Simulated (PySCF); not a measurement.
Species, as SMILES: O=[O+][O-].
Geometry (B3LYP-D3(BJ)/def2-TZVP, fixed):
```xyz
3

O     -0.0102     1.0756    -0.2169
O      0.0093     0.0011     0.4285
O      0.0009    -1.0767    -0.2116
```
Charge 0, spin multiplicity 1.

How fast the isotropic shielding of O2 converges with the basis for several methods (PySCF): deviation from each method's own reference, in ppm. References: HF -2478.91 ppm, the value in pcseg-3; PBE -885.40 ppm, the value in pcseg-3; PBE0 -1144.99 ppm, the value in pcseg-3. All functions are spherical. No added dispersion term, no relativity. GIAO; atoms are numbered in the order shown.

```
basis        functions        HF      PBE     PBE0
-----------  ---------  --------  -------  -------
STO-3G              15    242.26   457.96   472.16
3-21G               27   -948.89    84.86    17.44
pcSseg-0            27  -1779.41  -185.28  -325.16
pcSseg-1            51   -106.27   -12.86   -20.61
6-311G**            54   -134.18    17.12     6.76
aug-cc-pVDZ         69    195.76   114.32   129.14
pcseg-2             90     -8.85    11.39     9.76
pcseg-3            180      0.00     0.00     0.00
```

Mean absolute deviation over 6-311G**, pcseg-2: PBE0 8.26, PBE 14.25, HF 71.52 ppm.
